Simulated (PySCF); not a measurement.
Predicted microwave data (PBE0-D3(BJ)/def2-SVP geometry optimisation, gas phase (PySCF)) for one isomer of CH5ClSi:

* Rotational constants: A = 15815, B = 3841, C = 3274 MHz
* Dipole components: |μa| = 1.93 D, |μb| = 0.03 D, |μc| = 0.00 D
* Inertial defect: -9.18 u·Å²
* κ: -0.91

Question: Which structure is it? (One computed conformer of each.)
A. `[SiH3]CCl`
B. `Cl[SiH2]C`

Answer: B. It is [H][Si]([H])(C)Cl, a near-prolate asymmetric top, point group Cs. The candidates at the same level (rigid rotor, commonest isotopes):

```tsv
SMILES	A (MHz)	B (MHz)	C (MHz)	μa (D)	μb (D)	μc (D)	Δ (u·Å²)	point group	rotor
[H][Si]([H])(C)Cl	15815	3841	3274	1.93	0.03	0.00	-9.18	Cs	near-prolate asymmetric top
[SiH3]CCl	21729	3173	2916	1.06	1.20	0.00	-9.20	Cs	near-prolate asymmetric top
```

`[SiH3]CCl` has A 37 % too high. In the right answer the mirror of this Cs structure is the ab plane, so μc vanishes by symmetry. No structure here is proved a minimum.
